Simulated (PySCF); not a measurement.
HS, SMILES [SH] (connectivity only; charge and spin as stated), charge -1, multiplicity 1. Atoms are numbered in the order given.

```xyz
2

S      0.0000     0.0000    -0.0793
H      0.0000     0.0000     1.2684
```
Charge -1, spin multiplicity 1.

Geometry optimised at B3LYP-D3(BJ)/def2-TZVPD. The multiplicity is an assumed one; other spin states were not compared.

Two levels are set side by side: PBE/pcSseg-2 (PySCF) and KT2/pcSseg-2 (PySCF). GIAO shifts against H2S (³³S), TMS (¹H) at the same level; non-relativistic, no solvent, atoms listed together averaged. Differences are taken from unrounded values.

```csv
quantity,KT2
δ(³³S) of S1 (ppm),-165.1
δ(¹H) of H2 (ppm),-4.36
```

**Question.** What does PBE give, and how far is it from KT2? (The exact figures need the calculation; the answer reports its results.)

**Answer.** 
```
quantity               PBE  PBE minus KT2
------------------  ------  -------------
δ(³³S) of S1 (ppm)  -171.8           -6.6
δ(¹H) of H2 (ppm)    -4.35           0.01
```

Rough cost on one machine, each run with all the roots and properties that it gave: KT2 against PBE within a factor of 2.
